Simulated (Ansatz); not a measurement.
**CH2 (triplet): the correlation ladder, aug-cc-pVTZ**

The task here is to estimate one member of a computed series from the others.

Computed with Ansatz 0.2.0, Gaussian basis. Level: aug-cc-pVTZ, core rule «outside noble gas», up to 1 orbitals frozen.

The runs, in order: UHF; CCSD(T) on ROHF; CCSD(T) on UHF; BCCD(T) on ROHF; CCSDT(Q) on ROHF; CCSDT(Q) on UHF; CASSCF and MRCISD+Q, 6 electrons in 6 orbitals; CASSCF and NEVPT2, 6 electrons in 6 orbitals.

5 further runs of the same task are left out: 5 set aside as unsound or not needed. Runs told in other sessions of the task aren't counted.

### What is computed

The geometry is a PBE0/def2-TZVPD stationary point (not a proven minimum) of the parent state, kept for this charge and spin.

3 atoms, charge 0, spin multiplicity 3.

Atoms are counted from 1 here; the program's logs count them from 0.

Bond lengths: C1–H2 1.125 Å, C1–H3 1.125 Å. Angles: H2–C1–H3 101.0°.

Set-up of the first run:

Input file in.yaml:

```yaml
crystal:
  periodic: [false, false, false]
  atoms:
    - {symbol: C, position_ang: [0.000000, -0.102916, 0.000000]}
    - {symbol: H, position_ang: [0.000000, 0.613177, -0.867919]}
    - {symbol: H, position_ang: [0.000000, 0.613177, 0.867919]}
basis:
  gaussian: {orbitals: aug-cc-pVTZ}
magnetization: {spin_polarized: true, initial_magnetization: 2}
hamiltonian: {xc: hf}
output: {orbitals: {seedname: orbitals}}
```

Run with:

```bash
ansatz run in.yaml --threads 1 --pin off --events-out ev --progress --plain --max-ram 2816MiB --backend cpu
```

Steps of the session up to this table: UHF; CCSD(T) on ROHF; CCSD(T) on UHF; BCCD(T) on ROHF; CCSDT(Q) on ROHF; CCSDT(Q) on UHF; CASSCF and MRCISD+Q, 6 electrons in 6 orbitals; CASSCF and NEVPT2, 6 electrons in 6 orbitals.

One of the session's tables, all rows but one given; the rest of the session is left out.

It belongs to the step «Misses and costs». 

```
          method  from UCCSDT(Q) (meV)
            ROHF               +4033.8
             UHF               +3921.2
            RMP2                +643.1
            UMP2                +644.6
           RCCSD                +124.5
           UCCSD                +122.6
        RCCSD(T)                 +18.3
        UCCSD(T)                 +17.7
         BCCD(T)                 +18.3
          RCCSDT                  +3.6
          UCCSDT                  +2.5
       RCCSDT(Q)                  +1.1
       UCCSDT(Q)                     0
  CASSCF valence               +2906.0
  NEVPT2 valence                +632.3
  MRCISD valence                     ?
MRCISD+Q valence                 +35.4
```

Q: Estimate the row for MRCISD valence from the others.

As computed: from UCCSDT(Q) (meV): +142.3. In the column «from UCCSDT(Q) (meV)» it lies between RCCSD (+124.5) and NEVPT2 valence (+632.3).

Caveats from the session: Restricted and unrestricted rows rest on different reference determinants; a gap between their highest levels can come from leftover correlation error, from unlike frozen cores or from another state.
